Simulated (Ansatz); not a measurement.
System: CHCl3, charge 0, singlet. CHCl3 (chloroform, SMILES ClC(Cl)Cl).
B3LYP-D3(BJ)/def2-TZVP minimum from Ansatz (a first-principles code):
```xyz
5

C     -0.0077     0.0005     0.4558
H     -0.0259     0.0016     1.5371
Cl     0.0149     1.6916    -0.0853
Cl     1.4596    -0.8576    -0.0583
Cl    -1.4702    -0.8343    -0.1077
```
Charge 0, spin multiplicity 1.

Total energies in cc-pV(D+d)Z, 26 correlated electrons, 16 frozen orbitals. Open shells are spin-unrestricted; no spin-orbit coupling. Correlated methods leave the cores frozen. No relativity.

```
method    program  energy (Eh)  minus CCSDT(Q) (mEh)
--------  -------  -----------  --------------------
HF         Ansatz  -1416.94423                620.63
MP2        Ansatz  -1417.50285                 62.00
CCSD       Ansatz  -1417.54507                 19.78
CCSD(T)    Ansatz  -1417.56261                  2.24
CCSDT(Q)   Ansatz  -1417.56485                  0.00
```

Rough core times of Ansatz's runs on a shared machine: CCSD(T) under 20 s, CCSDT(Q) 10 min.
